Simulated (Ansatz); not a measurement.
Barrier height from CH3ClF, charge -1 to the transition structure CH3ClF, without zero-point energy, on the benchmark's geometries as Psi4's copy of the set gives them.
Transition structure (charge -1, multiplicity 1, Z-matrix in Å and degrees):
```
C
H 1 1.0696
H 1 1.0696 2 118.62
H 1 1.0696 2 118.62 3 156.83
F 1 2.0496 2 83.20 3 78.41
Cl 1 2.1129 2 96.80 3 -101.59
```
Reactant (charge -1, multiplicity 1):
| atom | x (Å) | y (Å) | z (Å) |
|---|---|---|---|
| F | 0.0000 | 0.0000 | -2.6485 |
| C | 0.0000 | 0.0000 | -1.2402 |
| H | 0.0000 | 1.0247 | -0.8864 |
| H | -0.8874 | -0.5124 | -0.8864 |
| H | 0.8874 | -0.5124 | -0.8864 |
| Cl | 0.0000 | 0.0000 | 1.9963 |

Open shells are unrestricted; no spin–orbit coupling.

Correlated levels freeze the cores.

Programs: Ansatz (Gaussian basis) for Hartree–Fock, density functionals and correlated methods. 

Problem. What barrier height does revPBE/def2-TZVPPD give?

Solution. 0.93 eV

Problem. Estimate the barrier height that MP2/aug-cc-pV(T+d)Z returns for this input.

Solution. 1.23 eV

Problem. Predict the barrier height from BLYP/def2-TZVPPD.

Solution. 0.89 eV

Ansatz is a quantum-chemistry and plane-wave program.
